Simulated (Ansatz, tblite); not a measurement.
# The cluster S₃−: one state, many levels

An exercise on one series of results from a longer session: the logs are not shown, and one member is left open.

Computed with Ansatz 0.2.0, Gaussian basis. Level: as each input shows.

Levels to be run: GFN1-xTB, GFN2-xTB, PBE-D4/def2-TZVPD, r2SCAN-D4/def2-TZVPD, ωB97X-V/def2-TZVPD, B2PLYP/def2-TZVPD, r2SCAN0-D4/def2-TZVPD, CAM-B3LYP-D4/def2-TZVPD, B97M-V/def2-TZVPD, PBE-D4/def2-SVPD, PBE0-D4/def2-SVPD, HF/6-31G, B3LYP-D4/6-31G, CCSD(T)/def2-TZVPPD, MP2/def2-TZVPD, RPA/def2-TZVPD.

1 further run of the same task is left out (set aside as unsound or not needed). Runs told in other sessions of the task aren't counted.

## The relaxed structure

The geometry is that of the doublet, from an earlier relaxation (r2SCAN-D4/def2-TZVPD). At that level it is the lowest of the isomers that a small search found.

3 atoms, charge -1, spin multiplicity 2.

Bond lengths: S1–S3 1.996 Å, S2–S3 1.996 Å. Angles: S1–S3–S2 115.9°.

Geometry (Å):

```xyz
3
charge -1, multiplicity 2
S     1.6942    0.3398    0.0159
S    -1.4171   -0.9890    0.0089
S    -0.2772    0.6492   -0.0249
```

The ion is computed in the gas phase, without counter-ions or solvent.

PBE0-D4/def2-TZVPD was run before; its log isn't repeated, and its numbers join the tables.

Set-up of the first run:

Tight binding, by tblite at 300 K electronic temperature and without a spin-polarisation term:

```python
tblite.interface.Calculator('GFN1-xTB', numbers, positions, charge=-1, uhf=1).singlepoint()
```

Tight binding, by tblite at 300 K electronic temperature and without a spin-polarisation term:

```python
tblite.interface.Calculator('GFN2-xTB', numbers, positions, charge=-1, uhf=1).singlepoint()
```

start.molden holds the orbitals of an earlier run on this state, given as this run's starting guess.

in.yaml

```yaml
crystal:
  periodic: [false, false, false]
  atoms:
    - {symbol: S, position_ang: [1.694245, 0.339768, 0.015929]}
    - {symbol: S, position_ang: [-1.417065, -0.988968, 0.008936]}
    - {symbol: S, position_ang: [-0.277180, 0.649190, -0.024875]}
basis:
  gaussian: {orbitals: def2-TZVPD, initial_orbitals: start.molden}
total_charge: -1
magnetization: {spin_polarized: true, initial_magnetization: 1}
hamiltonian: {xc: pbe, dispersion: d4}
scf: {omitted_lower_state_checks: [starts]}
output: {forces: true, orbitals: {seedname: orbitals}}
```

Command:

```sh
$ ansatz run in.yaml --threads 4 --pin off --events-out ev --progress --plain --max-ram 3916MiB
```

Steps of the session up to this table: PBE-D4/def2-TZVPD; r2SCAN-D4/def2-TZVPD; ωB97X-V/def2-TZVPD; B2PLYP/def2-TZVPD; r2SCAN0-D4/def2-TZVPD; CAM-B3LYP-D4/def2-TZVPD; B97M-V/def2-TZVPD; PBE-D4/def2-SVPD; PBE0-D4/def2-SVPD; HF/6-31G; B3LYP-D4/6-31G; CCSD(T)/def2-TZVPPD; MP2/def2-TZVPD; RPA/def2-TZVPD.

One of the session's tables, all rows but one given; the rest of the session is left out.

It belongs to the step «Levels side by side». 

```
                  level  HOMO (eV)  LUMO (eV)  gap (eV)
               HF/6-31G          ?          ?         ?
       PBE-D4/def2-SVPD       0.29       0.94      0.65
      PBE-D4/def2-TZVPD       0.35       1.03      0.68
   r2SCAN-D4/def2-TZVPD       0.10       1.13      1.02
      B97M-V/def2-TZVPD       0.12       0.94      0.81
         B3LYP-D4/6-31G      -0.37       1.68      2.05
      PBE0-D4/def2-SVPD      -0.87       1.60      2.48
     PBE0-D4/def2-TZVPD      -0.80       1.72      2.52
  r2SCAN0-D4/def2-TZVPD      -1.00       1.81      2.80
CAM-B3LYP-D4/def2-TZVPD      -2.07       2.62      4.69
     ωB97X-V/def2-TZVPD      -3.01       3.47      6.48
```

Q: Estimate the row for HF/6-31G from the others.

**Answer.** HOMO (eV): -3.24; LUMO (eV): 4.51; gap (eV): 7.75. In the column «HOMO (eV)» it is the lowest.
